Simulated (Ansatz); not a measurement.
Input file:

```yaml
crystal:
  periodic: [false, false, false]
  atoms:
    - {symbol: B, position_ang: [0.000000, 0.000000, 0.000000]}
    - {symbol: N, position_ang: [0.000000, 0.000000, 4.475000]}
basis:
  gaussian: {orbitals: 6-31G}
magnetization: {spin_polarized: false, initial_magnetization: 2}
correlation: {method: mp2, electrons: all}
scf: {lower_state_search: light}
```

```sh
$ ansatz run in.yaml --threads 1 --pin off --events-out ev --progress --plain --max-ram 2393MiB
```

**Question.** Roughly how long does this take on 1 thread of Arm Neoverse V2, shared host, and how much host memory?

**Answer.** 0.51 s wall and 0.15 GiB.

```
258 factors; integrals over basis functions are off by at most 2.4e-4 eV
mean field evaluation 1: about -2138.2524 eV, gradient 1.9e1 eV
mean field evaluation 2: about -2138.2524 eV, gradient 1.9e1 eV
mean field evaluation 4: about -2138.5632 eV, gradient 1.6e1 eV
mean field evaluation 8: about -2139.7935 eV, gradient 1.1e1 eV
mean field evaluation 16: about -2143.2080 eV, gradient 4.8e-6 eV
mean field evaluation 32: about -2143.2153 eV, gradient 4.1e-2 eV
mean field evaluation 64: about -2143.2216 eV, gradient 9.4e-6 eV
mean field evaluation 96: about -2143.1936 eV, gradient 1.0e-4 eV
mean field evaluation 128: about -2143.2103 eV, gradient 1.1e-1 eV
mean field evaluation 160: about -2143.2127 eV, gradient 3.0e-2 eV
mean field evaluation 192: about -2143.2152 eV, gradient 2.9e-1 eV
mean field evaluation 224: about -2143.2218 eV, gradient 8.0e-2 eV
mean field evaluation 256: about -2143.2120 eV, gradient 3.3e-3 eV
mean field evaluation 288: about -2143.2140 eV, gradient 6.8e-2 eV
mean field evaluation 320: about -2143.2148 eV, gradient 3.6e-1 eV
mean field evaluation 352: about -2143.1919 eV, gradient 3.6e-1 eV
mean field evaluation 384: about -2143.2036 eV, gradient 7.3e-6 eV
mean field -2143.22159382 eV, -78.7619408451 hartree, gradient 1.8e-9 eV, S^2 2.000000; 24 other end points of the search recorded, 0 dependent functions left out
mean field evaluation 416: about -2135.1091 eV, gradient 2.9e1 eV
unrestricted determinant -2147.10376598 eV, -78.9046080407 hartree, S^2 3.0044
reference -2143.22159382 eV, -78.7619408451 hartree; 7, 5 occupied and 11, 13 virtual orbitals, 258 factors
second order -1.84044667 eV of doubles, -0.00917276 eV of singles
WARN: the method's energy lies above the unrestricted determinant's, so it is not that of the lowest state
Total energy: -2145.07121325 eV, -78.8299131053 hartree
```
